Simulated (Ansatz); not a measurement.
Total energies of SiMe2H2 (C₂H₈Si) from Ansatz at r2SCAN-D4/def2-TZVPD, gas phase (1 Eh = 27.2114 eV = 2625.5 kJ/mol). The reference geometry is relaxed at PBE-D4/def2-TZVP.

| state | geometry | energy (Eh) |
| --- | --- | --- |
| charge 0 singlet | reference | -370.49150 |
| charge -1 doublet | reference | -370.44278 |
| free Si atom (triplet) | – | -289.34127 |
| free C atom (triplet) | – | -37.83299 |
| free H atom (doublet) | – | -0.49993 |

Question: Work out the vertical electron affinity, to the doublet.

Answer: E(charge 0 singlet) − E(charge -1 doublet) = -370.49150 − (-370.44278) = -0.04872 Eh = -1.33 eV; negative, so the extra electron isn't bound.

Question: What is the binding energy per atom against free atoms?

Answer: Atoms: 1 × (-289.34127) + 2 × (-37.83299) + 8 × (-0.49993) = -369.00669 Eh. Binding: -369.00669 − (-370.49150) = 1.48481 Eh = 40.40 eV, or 3.67 eV for each of 11 atoms (no zero-point energy, no counterpoise term).

At r2SCAN-D4/def2-TZVPD the highest occupied level of the charge -1 doublet lies above zero (up to 2.67 eV). By energy differences it is unbound by 1.33 eV (vertical, against the charge 0 singlet, at r2SCAN-D4/def2-TZVPD) and held by the finite basis.
